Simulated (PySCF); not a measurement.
## Orbital picture of OH⁺

r²SCAN0 at R = 1.033 Å; basis H def2-TZVPPD, O def2-TZVPPD; no relativity; PySCF 2.14. State: ³Σ⁻ (triplet), unpaired electrons π ↑↑. Only the outer orbitals are listed, counted within each symmetry.

| spin | orbital | occ. | ε (eV) | on H (%) | main shells (%) |
| --- | --- | --- | --- | --- | --- |
| α | 2σ | 1 | -44.57 | 7 | 91 O s |
| α | 3σ | 1 | -27.34 | 18 | 75 O p, 17 H s |
| α | 1π | 1 | -26.93 | 1 | 99 O p |
| α | 1π | 1 | -26.93 | 1 | 99 O p |
| α | 4σ | 0 | -7.65 | 63 | 56 H s, 22 O s, 13 O p |
| β | 2σ | 1 | -38.85 | 15 | 82 O s, 13 H s |
| β | 3σ | 1 | -25.67 | 19 | 69 O p, 18 H s, 12 O s |
| β | 1π | 0 | -15.94 | 2 | 98 O p |
| β | 1π | 0 | -15.94 | 2 | 98 O p |
| β | 4σ | 0 | -6.85 | 56 | 45 H s, 22 O s, 18 O p |

Question: Which are the highest filled and the lowest empty level, where do they sit, and how wide is the gap?

Answer: Highest filled β 3σ at -25.67 eV (in %: 69 O p, 18 H s, 12 O s); lowest empty β 1π at -15.94 eV (in %: 98 O p); the gap at r²SCAN0 is 9.73 eV.

```
bond order (Mayer)                                                                                                : 0.83
⟨S²⟩                                                                                                              : 2.008
charge on H (Mulliken, basis-dependent)                                                                           : 0.41
charge on H (Löwdin, basis-dependent)                                                                             : 0.05
dipole moment (positive dipole points towards O; it is taken about the centre of mass and depends on that origin) : -2.30 D
```

The state is the lowest determinant that a PBE0 search found; another state may lie lower at other levels.
